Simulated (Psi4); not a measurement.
**doublet [HNO2]+ at 6 levels**

Wanted: a comparison of 6 runs (U-revPBE/def2-TZVP, UBHLYP/def2-TZVP, UBLYP/def2-TZVP, UM06-2X/def2-TZVP, UM06-L/def2-TZVP, UPBE0/def2-TZVP) of doublet [HNO2]+. 

The results are computed with Psi4 1.11.

**1. Starting point**

The species is [HNO2]+ (4 atoms), meant as a doublet with charge +1. As SMILES of the parent species, `O=NO`. The coordinates come from a PBE0-D4/def2-TZVP relaxation. That shape belongs to the parent species and isn't relaxed for this state.

Bond lengths: O1–N2 1.162 Å, N2–O3 1.397 Å, O3–H4 0.967 Å. Angles: O1–N2–O3 111.2°, N2–O3–H4 102.9°.

**2. The energy at U-revPBE/def2-TZVP (run 1)**

Contents of job.json:

```json
{
  "schema_name": "qcschema_input",
  "schema_version": 1,
  "molecule": {
    "schema_name": "qcschema_molecule",
    "schema_version": 2,
    "symbols": ["O", "N", "O", "H"],
    "geometry": [0.78168521, 0.08925176, 2.71602777, 0.60499582, -0.79255114, 0.71312595, -0.68530918, 0.82138836, -0.93097358, -0.70135295, -0.11808899, -2.49818014],
    "molecular_charge": 1,
    "molecular_multiplicity": 2,
    "fix_symmetry": "c1"
  },
  "driver": "energy",
  "model": {
    "method": "revpbe",
    "basis": "def2-TZVP"
  },
  "keywords": {
    "reference": "uks",
    "puream": true,
    "e_convergence": 1e-09,
    "d_convergence": 1e-08,
    "scf_type": "pk",
    "dft_radial_points": 99,
    "dft_spherical_points": 590,
    "maxiter": 100,
    "scf_properties": ["QUADRUPOLE", "WIBERG_LOWDIN_INDICES", "DIPOLE"]
  }
}
```

The run is started by

```console
$ psi4 --qcschema job.json -n 1 --memory 2200MB
```

stdout:

```text
[...]
  Running in c1 symmetry.
[...]
  Nuclear repulsion =   70.553867082187708
[...]
  Multiplicity = 2
[...]
  Nalpha       = 12
  Nbeta        = 11
[...]
    Number of basis functions: 99
[...]
   @UKS iter   1:  -205.28171216723274    1.87357e-01   4.71152e-03 ADIIS/DIIS
[...]
   @UKS iter  13:  -205.35429938659450   -1.35856e-11   8.54360e-09 DIIS
[...]
   @S^2 Observed:                7.532254342E-01
[...]
    Orbital Energies [Eh]
    ---------------------
    Alpha Occupied:
       1A    -19.250255     2A    -19.203797     3A    -14.553130
       4A     -1.525152     5A     -1.341192     6A     -0.983077
       7A     -0.882797     8A     -0.820367     9A     -0.817844
      10A     -0.722343    11A     -0.652425    12A     -0.622292
    Alpha Virtual:
      13A     -0.473953    14A     -0.280082    15A     -0.226482
      16A     -0.091687    17A     -0.015930    18A      0.025310
      19A      0.028912    20A      0.076241    21A      0.110836
      22A      0.135294    23A      0.150067    24A      0.165540
      25A      0.193750    26A      0.228372    27A      0.284562
[...]
  @UKS Final Energy:  -205.35429938659450
   => Energetics <=
    Nuclear Repulsion Energy =             70.5538670821877076
    One-Electron Energy =                -412.6223005548273477
    Two-Electron Energy =                 160.6232180526120032
    DFT Exchange-Correlation Energy =     -23.9090839665668646
    Empirical Dispersion Energy =           0.0000000000000000
    VV10 Nonlocal Energy =                  0.0000000000000000
    Total Energy =                       -205.3542993865945050
[...]
 Multipole Moments:
 ------------------------------------------------------------------------------------
     Multipole            Electronic (a.u.)      Nuclear  (a.u.)        Total (a.u.)
 ------------------------------------------------------------------------------------
 L = 1.  Multiply by 2.5417464519 to convert [e a0] to [Debye]
 Dipole X            :          0.3867183           -0.4475488           -0.0608305
 Dipole Y            :         -0.3097211           -0.0906441           -0.4003653
 Dipole Z            :          0.7732327           -1.6187798           -0.8455471
 Magnitude           :                                                    0.9375194
 L = 2.  Multiply by 1.3450342976 to convert [e a0^2] to [Debye ang]
 Quadrupole XX       :        -20.8864102           10.9357497           -9.9506605
 Quadrupole XY       :          7.5206491           -7.5074382            0.0132109
[...]
```

The result, in JSON:

```text
{
 "driver": "energy",
 "model": {
  "method": "revpbe",
  "basis": "def2-TZVP"
 },
 "success": true,
 "return_result": -205.3542993865945,
 "properties": {
  "calcinfo_nbasis": 99,
  "calcinfo_nmo": 99,
  "calcinfo_nalpha": 12,
  "calcinfo_nbeta": 11,
  "calcinfo_natom": 4,
  "nuclear_repulsion_energy": 70.55386708218771,
  "return_energy": -205.3542993865945,
  "scf_one_electron_energy": -412.62230055482735,
  "scf_two_electron_energy": 160.623218052612,
  "scf_xc_energy": -23.909083966566865,
  "scf_dipole_moment": [-0.060830450526378366, -0.40036525335932316, -0.845547091339918],
  "scf_total_energy": -205.3542993865945,
  "scf_iterations": 13
 }
}
```

Run time: 10 s. Hardware: 1 thread of AMD EPYC 9R45 (Zen 5), shared host; peak memory 0.95 GiB.

**3. The energy at UBHLYP/def2-TZVP (run 2)**

Contents of job.inp:

```
memory 2200 mb

molecule system {
  1 2
  O      0.413650     0.047230     1.437260
  N      0.320150    -0.419400     0.377370
  O     -0.362650     0.434660    -0.492650
  H     -0.371140    -0.062490    -1.321980
  units angstrom
  symmetry c1
  no_reorient
  no_com
}

set basis def2-TZVP
set reference uks
set puream true
set e_convergence 1e-09
set d_convergence 1e-08
set scf_type pk
set dft_radial_points 99
set dft_spherical_points 590
set maxiter 100

E, wfn = energy('bhhlyp', return_wfn=True)
oeprop(wfn, 'QUADRUPOLE', 'MAYER_INDICES', 'MULLIKEN_CHARGES', title='BHHLYP')
```

The run is started by

```console
$ psi4 -i job.inp -o job.out -n 1
```

job.out, cut to the lines that bear on the results:

```text
[...]
  Running in c1 symmetry.
[...]
  Nuclear repulsion =   70.553867106049779
[...]
  Multiplicity = 2
[...]
  Nalpha       = 12
  Nbeta        = 11
[...]
    Number of basis functions: 99
[...]
   @UKS iter   1:  -205.14553875178825    2.19901e-02   5.35635e-03 ADIIS/DIIS
[...]
   @UKS iter  19:  -205.26296970212377   -1.76215e-12   4.70975e-09 DIIS
[...]
   @S^2 Observed:                7.706158235E-01
[...]
  @UKS Final Energy:  -205.26296970212377
   => Energetics <=
    Nuclear Repulsion Energy =             70.5538671060497791
    One-Electron Energy =                -412.4323393920831791
    Two-Electron Energy =                 148.9918293994925591
    DFT Exchange-Correlation Energy =     -12.3763268155829333
    Empirical Dispersion Energy =           0.0000000000000000
    VV10 Nonlocal Energy =                  0.0000000000000000
    Total Energy =                       -205.2629697021237689
[...]
 Multipole Moments:
 ------------------------------------------------------------------------------------
     Multipole            Electronic (a.u.)      Nuclear  (a.u.)        Total (a.u.)
 ------------------------------------------------------------------------------------
 L = 1.  Multiply by 2.5417464519 to convert [e a0] to [Debye]
 Dipole X            :         -4.1168951            4.3046260            0.1877310
 Dipole Y            :         -2.0109592            1.6191740           -0.3917851
 Dipole Z            :        -16.7879721           16.7741351           -0.0138370
 Magnitude           :                                                    0.4346607
 L = 2.  Multiply by 1.3450342976 to convert [e a0^2] to [Debye ang]
 Quadrupole XX       :        -21.7156089           11.6994791          -10.0161298
 Quadrupole XY       :          7.2312614           -7.2187144            0.0125470
[...]
  Mulliken Charges: (a.u.)
   Center  Symbol    Alpha    Beta     Spin     Total
       1     O     4.24678  3.56634  0.68044  0.18689
       2     N     3.30015  3.20764  0.09251  0.49221
       3     O     4.16872  3.93530  0.23343 -0.10402
       4     H     0.28435  0.29072 -0.00637  0.42492
   Total alpha = 12.00000, Total beta = 11.00000, Total charge =  1.00000
  Mayer Bond Indices:
  Total Bond Index:
  Irrep: 1 Size: 4 x 4
[...]
```

It took 14 s on 1 thread of AMD EPYC 9R45 (Zen 5), shared host; peak memory 0.95 GiB.

Runs 3 to 4 aren't shown in full; the table further down has their settings and results.

**4. The energy at UM06-L/def2-TZVP (run 5)**

Contents of hno2.dat:

```
memory 2.2 GB

molecule {
  1 2
  O
  N 1 R2
  O 2 R3 1 A3
  H 3 R4 2 A4 1 D4

  R2 = 1.161832
  R3 = 1.397344
  A3 = 111.21317
  R4 = 0.966964
  A4 = 102.94714
  D4 = -179.99954
  units angstrom
  symmetry c1
}

set globals {
  reference            uks
  puream               true
  e_convergence        1e-09
  d_convergence        1e-08
  scf_type             pk
  dft_radial_points    99
  dft_spherical_points 590
  maxiter              100
}

energy_value, wavefunction = energy('m06-l/def2-TZVP', return_wfn=True)
oeprop(wavefunction, 'DIPOLE', 'MAYER_INDICES', 'WIBERG_LOWDIN_INDICES')
print_variables()
```

The run is started by

```console
$ psi4 hno2.dat hno2.out -n 1
```

hno2.out:

```text
[...]
  Running in c1 symmetry.
[...]
  Nuclear repulsion =   70.553842733115431
[...]
  Multiplicity = 2
[...]
  Nalpha       = 12
  Nbeta        = 11
[...]
    Number of basis functions: 99
[...]
   @UKS iter   1:  -205.29758155919151    1.07361e-01   4.56322e-03 ADIIS/DIIS
[...]
   @UKS iter  14:  -205.36869147451191   -1.13687e-12   7.51701e-09 DIIS
[...]
   @S^2 Observed:                7.551720233E-01
[...]
    Orbital Energies [Eh]
    ---------------------
    Alpha Occupied:
       1A    -19.461087     2A    -19.407118     3A    -14.737591
       4A     -1.582550     5A     -1.399046     6A     -1.017656
       7A     -0.901943     8A     -0.836258     9A     -0.833819
      10A     -0.738175    11A     -0.663984    12A     -0.629418
    Alpha Virtual:
      13A     -0.469006    14A     -0.257726    15A     -0.189773
      16A     -0.050906    17A      0.036195    18A      0.087970
      19A      0.091218    20A      0.096886    21A      0.159811
      22A      0.194037    23A      0.210291    24A      0.225485
      25A      0.253929    26A      0.276850    27A      0.333196
[...]
  @UKS Final Energy:  -205.36869147451191
   => Energetics <=
    Nuclear Repulsion Energy =             70.5538427331154310
    One-Electron Energy =                -412.7560554222791893
    Two-Electron Energy =                 160.7898438473154670
    DFT Exchange-Correlation Energy =     -23.9563226326636389
    Empirical Dispersion Energy =           0.0000000000000000
    VV10 Nonlocal Energy =                  0.0000000000000000
    Total Energy =                       -205.3686914745119054
[...]
 Multipole Moments:
 ------------------------------------------------------------------------------------
     Multipole            Electronic (a.u.)      Nuclear  (a.u.)        Total (a.u.)
 ------------------------------------------------------------------------------------
 L = 1.  Multiply by 2.5417464519 to convert [e a0] to [Debye]
 Dipole X            :          0.0000014           -0.0000069           -0.0000055
 Dipole Y            :          0.6932711           -0.6550151            0.0382560
 Dipole Z            :         -0.6234769            1.5491681            0.9256912
 Magnitude           :                                                    0.9264814
[...]
```

Run time: 26 s. Hardware: 1 thread of AMD EPYC 9R45 (Zen 5), shared host; peak memory 1.1 GiB.

**5. Energy and forces at UPBE0/def2-TZVP (run 6)**

Contents of calc.in:

```
memory 2200 MB

molecule molecule1 {
  1 2
  O      0.413650     0.047230     1.437260
  N      0.320150    -0.419400     0.377370
  O     -0.362650     0.434660    -0.492650
  H     -0.371140    -0.062490    -1.321980
  units angstrom
  symmetry c1
  no_reorient
  no_com
}

set basis def2-TZVP
set reference uks
set puream true
set e_convergence 1e-09
set d_convergence 1e-08
set scf_type pk
set dft_radial_points 99
set dft_spherical_points 590
set maxiter 100

e_tot, wfn = gradient("pbe0", return_wfn=True)
print_variables()
```

The run is started by

```console
$ psi4 -i calc.in -o calc.out -n 1
```

calc.out:

```text
[...]
  Running in c1 symmetry.
[...]
  Nuclear repulsion =   70.553867106049779
[...]
  Multiplicity = 2
[...]
  Nalpha       = 12
  Nbeta        = 11
[...]
    Number of basis functions: 99
[...]
   @UKS iter   1:  -205.08451575889129    1.01928e-01   4.81548e-03 DIIS/ADIIS
[...]
   @UKS iter  16:  -205.16897780151771   -2.07478e-12   5.72656e-09 DIIS
[...]
   @S^2 Observed:                7.593006287E-01
[...]
    Orbital Energies [Eh]
    ---------------------
    Alpha Occupied:
       1A    -19.717182     2A    -19.652301     3A    -14.961859
       4A     -1.661016     5A     -1.460161     6A     -1.078712
       7A     -0.970957     8A     -0.905473     9A     -0.895328
      10A     -0.802072    11A     -0.716519    12A     -0.696776
    Alpha Virtual:
      13A     -0.436140    14A     -0.228955    15A     -0.185389
      16A     -0.055149    17A      0.023011    18A      0.059873
      19A      0.065366    20A      0.118684    21A      0.154945
      22A      0.172160    23A      0.194834    24A      0.206722
      25A      0.232618    26A      0.270166    27A      0.325681
[...]
  @UKS Final Energy:  -205.16897780151771
   => Energetics <=
    Nuclear Repulsion Energy =             70.5538671060497791
    One-Electron Energy =                -412.5089544387776641
    Two-Electron Energy =                 154.7832046758036597
    DFT Exchange-Correlation Energy =     -17.9970951445934801
    Empirical Dispersion Energy =           0.0000000000000000
    VV10 Nonlocal Energy =                  0.0000000000000000
    Total Energy =                       -205.1689778015177126
[...]
 Multipole Moments:
 ------------------------------------------------------------------------------------
     Multipole            Electronic (a.u.)      Nuclear  (a.u.)        Total (a.u.)
 ------------------------------------------------------------------------------------
 L = 1.  Multiply by 2.5417464519 to convert [e a0] to [Debye]
 Dipole X            :         -4.1415947            4.3046260            0.1630313
 Dipole Y            :         -1.9847373            1.6191740           -0.3655632
 Dipole Z            :        -16.8269777           16.7741351           -0.0528427
 Magnitude           :                                                    0.4037425
[...]
  -Total Gradient:
     Atom            X                  Y                   Z
    ------   -----------------  -----------------  -----------------
       1       -0.010457184780     0.047217969114     0.041707590898
       2        0.033486380896    -0.091763464182    -0.037737450754
       3       -0.026053620082     0.038568341859    -0.023557731828
       4        0.003026052727     0.005976506660     0.019591909623
[...]
```

Run time: 16 s. Hardware: 1 thread of AMD EPYC 9R45 (Zen 5), shared host; peak memory 0.95 GiB.

**6. Overview of the runs**

| run | level | task | energy (Eh) | HOMO energy (eV) | LUMO energy (eV) | ⟨S²⟩ | wall time |
| --- | --- | --- | --- | --- | --- | --- | --- |
| 1 | U-revPBE/def2-TZVP | energy | -205.354299 | -16.93 | -15.32 | 0.753 | 10 s |
| 2 | UBHLYP/def2-TZVP | energy | -205.262970 | -20.85 | -12.68 | 0.771 | 14 s |
| 3 | UBLYP/def2-TZVP | energy | -205.383644 | -16.93 | -15.38 | 0.753 | 10 s |
| 4 | UM06-2X/def2-TZVP | gradient | -205.292057 | -20.54 | -13.06 | 0.761 | 35 s |
| 5 | UM06-L/def2-TZVP | energy | -205.368691 | -17.13 | -15.10 | 0.755 | 26 s |
| 6 | UPBE0/def2-TZVP | gradient | -205.168978 | -18.96 | -14.13 | 0.759 | 16 s |

**7. Results**

| quantity | value |
| --- | --- |
| run 6: total energy | -205.16898 Eh |
| run 6: HOMO energy (highest over α and β) | -18.96 eV |
| run 6: LUMO energy (lowest over α and β) | -14.13 eV |
| run 6: ⟨S²⟩ | 0.759 |
| run 6: largest force on an atom | 5.385 eV/Å |

Totals of different functionals can't be ranked against each other. All runs together took 1.9 min, the longest 35 s.
